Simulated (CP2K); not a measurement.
# AlSiH3O (SMILES [O]1[AlH][SiH2]1): levels of theory compared

Wanted: a comparison of 3 runs (AM1, GFN2-xTB, GFN0-xTB) of AlSiH3O. 

The results are computed with CP2K 2026.2.

1 further run of the same task is left out (set aside as unsound or not needed).

## Step 1: The system as given

The species is AlSiH3O (6 atoms), meant as a singlet with charge 0. As SMILES, `[O]1[AlH][SiH2]1`. The shape comes from GFN2-xTB, which is rough for such elements, and wasn't checked as a minimum.

Bond lengths: O1–Al2 1.662 Å, Al2–Si3 2.336 Å, Al2–H4 1.548 Å, Si3–H5 1.473 Å, Si3–H6 1.473 Å. Angles: O1–Al2–Si3 53.9°, O1–Al2–H4 147.6°, Si3–Al2–H4 158.5°, Al2–Si3–H5 124.4°, Al2–Si3–H6 124.4°, H5–Si3–H6 105.4°. A long bond or contact: O1–Si3 1.909 Å.

## Step 2: The energy at AM1 (run 1)

Input file molecule.inp:

```
&GLOBAL
  PROJECT molecule
  RUN_TYPE ENERGY
  PRINT_LEVEL LOW
&END GLOBAL

&FORCE_EVAL
  METHOD QS
  &DFT
    &QS
      METHOD AM1
      EPS_DEFAULT 1.0E-10
      &SE
        &COULOMB
          CUTOFF [angstrom] 50
          RC_RANGE [angstrom] 0
        &END COULOMB
        &EXCHANGE
          CUTOFF [angstrom] 50
          RC_RANGE [angstrom] 0
        &END EXCHANGE
      &END SE
    &END QS
    &POISSON
      PERIODIC NONE
      POISSON_SOLVER ANALYTIC
    &END POISSON
    &SCF
      SCF_GUESS ATOMIC
      EPS_SCF 1.0E-07
      MAX_SCF 100
      ADDED_MOS 8
      MAX_DIIS 12
      EPS_DIIS 0.5
      &DIAGONALIZATION
        ALGORITHM STANDARD
      &END DIAGONALIZATION
      &MIXING
        METHOD DIRECT_P_MIXING
        ALPHA 0.4
      &END MIXING
    &END SCF
    &PRINT
      &MOMENTS
        PERIODIC F
        REFERENCE COM
        MAX_MOMENT 1
      &END MOMENTS
      &MO ON
        ENERGIES T
        OCCUPATION_NUMBERS T
        NDIGITS 6
        &EACH
          QS_SCF 0
        &END EACH
        ADD_LAST NUMERIC
      &END MO
      &HIRSHFELD OFF
      &END HIRSHFELD
    &END PRINT
  &END DFT
  &SUBSYS
    &CELL
      ABC 12.5 14.1 12.2
      PERIODIC NONE
    &END CELL
    &COORD
      O     -0.895960    -0.720060    -0.232280
      Al     0.614670    -1.220210     0.248990
      Si    -0.064870     0.991190    -0.071440
      H      1.552060    -2.402870     0.593840
      H     -0.264630     1.617310    -1.389490
      H     -0.941270     1.734640     0.850360
    &END COORD
    &TOPOLOGY
      &CENTER_COORDINATES
      &END CENTER_COORDINATES
    &END TOPOLOGY
  &END SUBSYS
&END FORCE_EVAL
```

Run with:

```sh
OMP_NUM_THREADS=1 cp2k.psmp -i molecule.inp -o molecule.out
```

The log of the run:

```text
CP2K| version string:                                       CP2K version 2026.2
[...]
 GLOBAL| Method name                                                        CP2K
[...]
 GLOBAL| Run type                                                         ENERGY
[...]
 *** WARNING in qs_environment.F:2210 :: More added MOs requested than     ***
 *** available. The full set of unoccupied MOs will be used. Use           ***
 *** 'ADDED_MOS -1' to always use all available MOs and to get rid of this ***
[...]
                             - Atoms:                                          6
[...]
                             - Spherical basis functions:                     15
[...]
 Number of electrons:                                                         16
[...]
     1 P_Mix/Diag. 0.40E+00    0.0     0.76098443       -15.2286821291 -1.52E+01
[...]
    25 DIIS/Diag.  0.50E-07    0.0     0.00000006       -18.1410918866 -3.20E-14
  *** SCF run converged in    25 steps ***
  Core-core repulsion energy [eV]:                            564.39019010098059
  Core Hamiltonian energy [eV]:                              -787.16088186060927
  Two-electron integral energy [eV]:                         -541.74704628616007
  Electronic energy [eV]:                                   -1058.03440500368924
  Total energy [eV]:                                         -493.64421490270860
  Atomic reference energy [eV]:                               493.21939687897537
  Heat of formation [kcal/mol]:                                -9.79653713233143
[...]
 SE_DIPOLE| Moment [Debye]         -2.02013891       0.58613973      -0.63903759
 SE_DIPOLE| Derivative [a.u.]       0.00000000       0.00000000       0.00000000
 ENERGY| Total FORCE_EVAL ( QS ) energy [hartree]            -18.141091886577104
[...]
```

Wall time 0.9 s (1 thread of Intel Xeon 6975P-C (Granite Rapids), shared host); peak memory 0.18 GiB.

## Step 3: The energy at GFN2-xTB (run 2)

Input file molecule.xyz:

```xyz
6

O     -0.895960    -0.720060    -0.232280
Al     0.614670    -1.220210     0.248990
Si    -0.064870     0.991190    -0.071440
H      1.552060    -2.402870     0.593840
H     -0.264630     1.617310    -1.389490
H     -0.941270     1.734640     0.850360
```

Input file job.inp:

```
&GLOBAL
  PROJECT job
  RUN_TYPE ENERGY
  PRINT_LEVEL MEDIUM
&END

&FORCE_EVAL
  METHOD Quickstep
  &DFT
    &QS
      METHOD XTB
      EPS_DEFAULT 1.0E-10
      &XTB
        GFN_TYPE TBLITE
        &TBLITE
          METHOD GFN2
        &END
        CHECK_ATOMIC_CHARGES F
      &END
    &END
    &POISSON
      PERIODIC NONE
      POISSON_SOLVER ANALYTIC
    &END
    &SCF
      SCF_GUESS ATOMIC
      EPS_SCF 1.0E-09
      MAX_SCF 150
      ADDED_MOS 2
      &DIAGONALIZATION
        ALGORITHM STANDARD
      &END
      &MIXING
        METHOD DIRECT_P_MIXING
        ALPHA 0.4
      &END
      &SMEAR ON
        METHOD FERMI_DIRAC
        ELECTRONIC_TEMPERATURE [K] 300
      &END
    &END
    &PRINT
      &MOMENTS
        PERIODIC F
        REFERENCE COM
        MAX_MOMENT 1
      &END
      &MO ON
        ENERGIES T
        OCCUPATION_NUMBERS T
        NDIGITS 6
        &EACH
          QS_SCF 0
        &END
        ADD_LAST NUMERIC
      &END
      &HIRSHFELD OFF
      &END
    &END
  &END
  &SUBSYS
    &CELL
      ABC 14.5 16.1 14.2
      PERIODIC NONE
    &END
    &TOPOLOGY
      COORD_FILE_NAME molecule.xyz
      COORD_FILE_FORMAT XYZ
      &CENTER_COORDINATES
      &END
    &END
  &END
&END
```

Run with:

```sh
OMP_NUM_THREADS=1 cp2k.psmp -i job.inp > job.out 2>&1
```

The log of the run:

```text
CP2K| version string:                                       CP2K version 2026.2
[...]
 GLOBAL| Method name                                                        CP2K
[...]
 GLOBAL| Run type                                                         ENERGY
[...]
                             - Atoms:                                          6
[...]
                             - Spherical basis functions:                     25
[...]
 Number of electrons:                                                         16
[...]
  *** SCF run converged in    27 steps ***
[...]
  Fermi energy:                                                -0.29730070911240
[...]
 TB_DIPOLE| Moment [Debye]          2.94560288       2.17358499       0.77331313
 TB_DIPOLE| Derivative [a.u.]       0.00000000       0.00000000       0.00000000
[...]
 ENERGY| Total FORCE_EVAL ( QS ) energy [hartree]             -8.406111455481810
[...]
```

It took 0.88 s on 1 thread of Intel Xeon 6975P-C (Granite Rapids), shared host; peak memory 0.19 GiB.

## Step 4: Energy and gradient at GFN0-xTB (run 3)

Input file calc.py:

```python
import numpy as np
from ase import Atoms
from ase.calculators.cp2k import CP2K

atoms = Atoms(['O', 'Al', 'Si', 'H', 'H', 'H'],
              positions=[(-0.895960, -0.720060, -0.232280),
                         (0.614670, -1.220210, 0.248990),
                         (-0.064870, 0.991190, -0.071440),
                         (1.552060, -2.402870, 0.593840),
                         (-0.264630, 1.617310, -1.389490),
                         (-0.941270, 1.734640, 0.850360)])
atoms.set_cell([10.5, 12.1, 10.2])
atoms.center()
template = """
&FORCE_EVAL
 METHOD QUICKSTEP
 &DFT
  &QS
   METHOD XTB
   EPS_DEFAULT 1.0E-10
   &XTB
    GFN_TYPE 0
    CHECK_ATOMIC_CHARGES F
   &END XTB
  &END QS
  &POISSON
   PERIODIC NONE
   POISSON_SOLVER ANALYTIC
  &END POISSON
  &SCF
   SCF_GUESS ATOMIC
   EPS_SCF 1.0E-06
   MAX_SCF 150
   ADDED_MOS 2
   &DIAGONALIZATION
    ALGORITHM STANDARD
   &END DIAGONALIZATION
   &MIXING
    METHOD DIRECT_P_MIXING
    ALPHA 0.4
   &END MIXING
   &SMEAR ON
    METHOD FERMI_DIRAC
    ELECTRONIC_TEMPERATURE [K] 300
   &END SMEAR
  &END SCF
  &PRINT
   &MOMENTS
    PERIODIC F
    REFERENCE COM
    MAX_MOMENT 1
   &END MOMENTS
   &MO ON
    ENERGIES T
    OCCUPATION_NUMBERS T
    NDIGITS 6
    &EACH
     QS_SCF 0
    &END EACH
    ADD_LAST NUMERIC
   &END MO
   &HIRSHFELD OFF
   &END HIRSHFELD
  &END PRINT
 &END DFT
 &SUBSYS
 &END SUBSYS
&END FORCE_EVAL
"""
cp2k = CP2K(command="cp2k.psmp -s", label="calc", inp=template, basis_set=None, basis_set_file=None, potential_file=None, pseudo_potential=None, xc=None, cutoff=None, max_scf=None, charge=None, uks=False,
            force_eval_method=None, print_level="LOW", poisson_solver=None, stress_tensor=False)
atoms.calc = cp2k
print("E / eV:", round(atoms.get_potential_energy(), 6))
forces = atoms.get_forces()
print(np.array2string(forces, precision=5, suppress_small=True))
print("largest force / (eV/A): %.4f" % np.linalg.norm(forces, axis=1).max())
```

Run with:

```sh
OMP_NUM_THREADS=1 python calc.py
```

The log of the run:

```text
E / eV: -217.852446
[[-0.87728  0.15149 -0.27285]
 [ 0.70852  0.52354  0.18676]
 [ 0.21593 -0.4369   0.09247]
 [-0.06445 -0.0899  -0.01479]
 [-0.07647 -0.05824  0.28092]
 [ 0.09375 -0.08998 -0.27251]]
largest force / (eV/A): 0.9311
```

calc.out:

```text
CP2K| version string:                                       CP2K version 2026.2
 CP2K| Input file name                                                  calc.inp

[... 19 lines left out ...]
 *** WARNING in qs_kind_types.F:2330 :: Information provided in the input ***
[... 51 lines left out ...]
  Core Hamiltonian energy:                                     -7.96783499584127
[... 2 lines left out ...]
  Charge equilibration energy:                                 -0.08771901228194
[... 2 lines left out ...]
  Fermi energy:                                                -0.31783846711899
[... 4 lines left out ...]
 TB_DIPOLE| Ref. Point [Bohr]       9.36376525      11.66509007      10.17380130
[... 2 lines left out ...]
 TB_DIPOLE| Derivative [a.u.]       0.00000000       0.00000000       0.00000000
[... 42 lines left out ...]
 -------------------------------------------------------------------------------
```

Wall time 1.5 s (1 thread of Intel Xeon 6975P-C (Granite Rapids), shared host); peak memory 0.19 GiB.

## Step 5: Overview of the runs

| run | level | SCF convergence threshold | iteration cap | energy (Eh) | dipole moment (D) | HOMO energy (eV) | LUMO energy (eV) | wall time |
| --- | --- | --- | --- | --- | --- | --- | --- | --- |
| 1 | AM1 | 1e-07 | 100 | -18.141092 | 2.20 | -8.67 | -1.28 | 0.9 s |
| 2 | GFN2-xTB | 1e-09 | 150 | -8.406111 | 3.74 | -9.10 | -7.19 | 0.88 s |
| 3 | GFN0-xTB | 1e-06 | 150 | -8.005930 | 5.43 | -9.91 | -7.75 | 1.5 s |

## Step 6: What came out

| quantity | value |
| --- | --- |
| run 3: total energy | -8.00593 Eh |
| run 3: dipole moment (from atomic charges alone) | 5.43 D |
| run 3: HOMO energy | -9.91 eV |
| run 3: LUMO energy | -7.75 eV |
| run 3: HOMO–LUMO gap | 2.16 eV |
| run 3: dispersion energy | -3.27 kJ/mol |

In words: The dipole moment (its size) runs from 2.20 D (AM1) to 5.43 D (GFN0-xTB). Some of these are taken from atomic charges alone. The HOMO–LUMO gap runs from 1.90 eV (GFN2-xTB) to 7.39 eV (AM1). Force-field and semi-empirical energies have zeros of their own, so their totals don't compare. All runs together took 3.2 s, the longest 1.5 s.
